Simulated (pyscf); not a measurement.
H₂N–Si(Cl)(Cl)–Cl + H atom (H•) → Cl–Si•(Cl)–Cl + ammonia (NH₃), a substitution at N (doublet surface; N–Si broken, H–N formed). Single points on ωB97X-D3(BJ)/def2-SVP structures (PySCF, gas phase). Energies in kcal/mol from the separated reactants.

AM1 to PM7: differences of heats of formation from MOPAC. Open shells are spin-unrestricted. 

Task: In single points PM3 puts the saddle at -14.3 kcal/mol and the reaction energy at -10.8 kcal/mol. Should these be trusted to within a few kcal/mol? Compare with ωB97M-D3(BJ)/def2-TZVP.

Result: ωB97M-D3(BJ)/def2-TZVP gives ΔE‡ = 19.5 kcal/mol and ΔE = +0.3 kcal/mol. PM3 lies 33.8 kcal/mol under it in the barrier and 11.1 kcal/mol under it in the reaction energy, so on this step it does not hold to within 3.0 kcal/mol. At PM3 this geometry lies under one side, so its ΔE‡ may be no barrier of that level. ωB97M-D3(BJ)/def2-TZVP has limits of its own. On the product side the descent ends in a bound adduct, 10.6 kcal/mol under the separated species and 31.8 kcal/mol under the saddle at ωB97X-D3(BJ)/def2-TZVP. At ωB97X-D3(BJ) the barrier from the zero used here is 21.9 kcal/mol. Abstraction by the radical was not located in this set and often lies lower. One saddle was located; it need not be the lowest between these sides. The angle at the attacked N is 132°.
